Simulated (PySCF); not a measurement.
Molecule: `CCC(F)(F)F`, C$_{3}$H$_{5}$F$_{3}$.

Mapped SMILES: `[CH3:1][CH2:2][C:3]([F:4])([F:5])[F:6]`; H(Xn) means a hydrogen on atom n.

Geometry PBE0-D3(BJ)/def2-SVP throughout; GIAO in PySCF, gas phase, one conformer, non-relativistic; equivalent atoms averaged; functional PBE0.

**Question.** How do the shifts δ (against TMS, CFCl3 at the same level) depend on the basis set? (ppm; last column core-seconds on shared hosts with different chips, so compare them loosely)

**Answer.** 
```
    basis set  functions     C3    C2    C1  F4/F5/F6  H(C2)  H(C1)  core-s
       STO-3G         35   97.1  22.5  16.9     -95.9   1.03   0.81     4.2
        6-31G         64  131.3  29.2   8.7     -96.2   1.84   1.19     8.1
     pcSseg-0         64  149.6  32.8   9.2     -91.2   2.17   1.47     7.2
       6-31G*         94  124.7  28.4   8.7     -85.7   1.71   1.05      11
     def2-SVP        109  128.9  27.5   7.6     -71.2   1.58   0.92      12
      cc-pVDZ        109  128.0  30.7   9.0     -82.4   1.58   0.94      14
     pcSseg-1        127  132.2  30.5   8.1     -85.7   1.79   1.13       9
  aug-cc-pVDZ        183  127.6  30.3   8.0     -78.1   1.97   1.15      29
6-311+G(2d,p)        192  131.0  30.2   7.3     -83.8   1.93   1.07      30
    def2-TZVP        216  134.7  30.6   8.0     -80.5   1.88   1.06      35
      cc-pVTZ        250  133.4  30.1   7.8     -80.8   1.86   1.07      43
     IGLO-III        260  135.8  31.4   8.0     -82.1   1.95   1.10      45
     pcSseg-2        286  137.1  31.5   8.2     -82.5   1.90   1.09      39
```

**Question.** Which nucleus moves most, in ppm?

**Answer.** C3 (CF3 carbon): from 97.1 ppm with STO-3G to 149.6 ppm with pcSseg-0. The smallest spread is 0.66 ppm, at H(C1). Proton shifts span only some 12 ppm, so a few tenths of a ppm matter as much there as several ppm in carbon.

**Question.** Taking the largest basis, pcSseg-2 (286 functions), as the yardstick, rank the others by their worst heavy-atom deviation.

**Answer.** IGLO-III 1.3 ppm (260 functions), def2-TZVP 2.4 ppm (216 functions), cc-pVTZ 3.7 ppm (250 functions), pcSseg-1 4.9 ppm (127 functions), 6-311+G(2d,p) 6.1 ppm (192 functions), cc-pVDZ 9.1 ppm (109 functions), aug-cc-pVDZ 9.5 ppm (183 functions), def2-SVP 11.3 ppm (109 functions), 6-31G* 12.4 ppm (94 functions), pcSseg-0 12.5 ppm (64 functions), 6-31G 13.7 ppm (64 functions), STO-3G 40.0 ppm (35 functions).

A small basis that lands close on one nucleus may do so by chance; judge by the trend and by all nuclei.
